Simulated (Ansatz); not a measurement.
Basis-set extrapolation for `C=CC(=C)Cl` (PBE0-D4/def2-TZVP geometry, frozen core, the Gaussian-basis code of Ansatz). Multiplicity 1, RHF reference.

```
                      def2-TZVPP   def2-QZVPP
                 HF  -613.909803  -613.929296
    MP2 correlation    -0.833038    -0.893629
CCSD(T) correlation    -0.918431      not run
```

Energies in hartree. Use E(X) = E(∞) + A·exp(−7.88·√X) for Hartree–Fock and E(X) = E(∞) + B·X^(−2.97) for correlation, with X = 3 and 4, and add CCSD(T) minus MP2 of the smaller set to the MP2 limit.

What is the CCSD(T) energy at the basis-set limit?

HF limit: -613.929296 + (-0.019493) × 0.13774 = -613.93198. MP2 limit: -0.893629 + (-0.060591) × 0.74074 = -0.93851. Higher-order term: -0.918431 − (-0.833038) = -0.08539. Total: -614.95588 hartree, 3.47 eV below CCSD(T)/def2-TZVPP.
